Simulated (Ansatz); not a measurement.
**Relaxing GeBi3**

Level of theory: Ansatz, DFT PBE, scalar-relativistic, plane waves, PAW.

GeBi3 was placed on the Ni3Sn (D0_19) structure type (P6_3/mmc, No. 194), with Ge in place of Sn, Bi in place of Ni, at a guessed volume.

Input of the last, converged step (default PAW datasets):

```yaml
crystal:
  lattice:
    - [6.9480842756, 0.0, 0.0]
    - [-3.4740421378, 6.0172174903, 0.0]
    - [0.0, 0.0, 5.5769096671]
  atoms:
    - { symbol: Ge, position: [0.3333333333, 0.6666666667, 0.25] }
    - { symbol: Ge, position: [0.6666666667, 0.3333333333, 0.75] }
    - { symbol: Bi, position: [0.833, 0.666, 0.25] }
    - { symbol: Bi, position: [0.167, 0.833, 0.75] }
    - { symbol: Bi, position: [0.334, 0.167, 0.25] }
    - { symbol: Bi, position: [0.167, 0.334, 0.75] }
    - { symbol: Bi, position: [0.833, 0.167, 0.25] }
    - { symbol: Bi, position: [0.666, 0.833, 0.75] }
basis:
  ecutwfc: 420
kpoints:
  mp_grid: { grid: [6, 6, 8] }
hamiltonian:
  xc: pbe
scf:
  occupations: { method: gaussian, width: 0.1 }
output:
  forces: true
  stress: true
  eigenvalues: true
relax:
  adjacent_minimum: "off"
  f_tol: 0.01
  max_steps: 80
  cell: { stress_tol: 0.05 }
```

Launched as:

```bash
ansatz run input.yaml --threads 1 --pin off --max-ram 2560MiB --backend cpu --events-out ev --progress --plain --runs-dir out
```

Time: 3.7 min on 1 thread of Intel(R) Xeon(R) Platinum 8375C CPU @ 2.90GHz (Ice Lake) (shared host), peak memory 0.8 GiB.

The program printed at the end:

```
SCF converged after 7 iterations
Free energy (F): -82967.493905 eV
Harris-Foulkes:  -82967.493905 eV  (|F-HF|=0.00e0)
Internal energy: -82967.464563 eV  (E = F + TS)
E sigma→0 (E₀):  -82967.479234 eV
Entropy (-TS):   -0.029341 eV (-3.668 meV/atom)
Fermi energy:    11.206716 eV
--- Per-component energies (eV) ---
  E_band       = -772.648676
  E_kinetic    = 2028.681009
  E_local      = -13036.564821  (includes V_loc(G=0)·N_el)
  E_nonlocal   = 4187.317300
  E_hartree    = 4681.998617
  E_xc         = -1058.275372
  E_vxc        = -993.299839  (∫ρ·V_xc dr)
  E_paw        = -68007.517635  (= ΣΔE_a)
  E_vpaw       = -2322.777587  (= ΣTr[D̂ρ^β])
  E_aug_tail   = -0.001943  (compensation charges beyond the density's cutoff)
  E_ewald      = -11763.101718
  E_smearing   = -0.029341  (= −TS)
  E_closure    = 0.000000  (closes the sum)
  Σ components = -82967.493905   (vs F -82967.493905, Δ=0.00e0)
--- Forces (eV/Å), atoms counted from 1 ---
  atom   1  Ge     0.00000000     0.00000000     0.00000000
  atom   2  Ge     0.00000000     0.00000000     0.00000000
  atom   3  Bi     0.00000000     0.00546883     0.00000000
  atom   4  Bi    -0.00473615     0.00273442     0.00000000
  atom   5  Bi    -0.00473615    -0.00273442     0.00000000
  atom   6  Bi     0.00000000    -0.00546883     0.00000000
  atom   7  Bi     0.00473615    -0.00273442     0.00000000
  atom   8  Bi     0.00473615     0.00273442     0.00000000
  max |Σ_I F_I| component: 8.67e-18 eV/Å
--- Stress (GPa, compression-positive) ---
       -0.009305       0.000000       0.000000
        0.000000      -0.009305       0.000000
        0.000000       0.000000       0.006990
  P = ⅓ Tr σ = -0.0039 GPa (-0.039 kbar)
--- Relaxed structure (5 steps of the walk, 5 accepted, 1 SCFs on fresh bases) ---
  F+E_penalty+E_count = -82967.49390452 eV   max|allowed force component| = 5.469e-3 eV/Å   (the final SCF, on the basis selected at the relaxed cell)
  cell:  # Å, volume = 232.2825 Å³
    - [6.844345, 0.000000, 0.000000]
    - [-3.422172, 5.927376, 0.000000]
    - [0.000000, 0.000000, 5.725616]
  atoms:
    - { symbol: Ge, position: [0.333333, 0.666667, 0.250000] }
    - { symbol: Ge, position: [0.666667, 0.333333, 0.750000] }
    - { symbol: Bi, position: [0.826745, 0.653491, 0.250000] }
    - { symbol: Bi, position: [0.173255, 0.826745, 0.750000] }
    - { symbol: Bi, position: [0.346509, 0.173255, 0.250000] }
    - { symbol: Bi, position: [0.173255, 0.346509, 0.750000] }
    - { symbol: Bi, position: [0.826745, 0.173255, 0.250000] }
    - { symbol: Bi, position: [0.653491, 0.826745, 0.750000] }
```

Total energies depend on the potentials used, so only differences within one code and one set of settings carry meaning.

The result has space group P6_3/mmc (No. 194). Ge is coordinated by 12 Bi at 3.42–3.43 Å; around Bi lie 2 Bi at 3.29 Å, 4 Ge at 3.42–3.43 Å and 6 Bi at 3.52–3.56 Å.

Against the elements it lies at 0.22 eV/atom. Energies over the elements count from the elements' standard structures at the same level, with no empirical corrections.

The k mesh leaves about 4 meV/atom of noise in metals. Spin–orbit coupling is left out.

Symmetry constrained the relaxation, so the result can be a saddle point.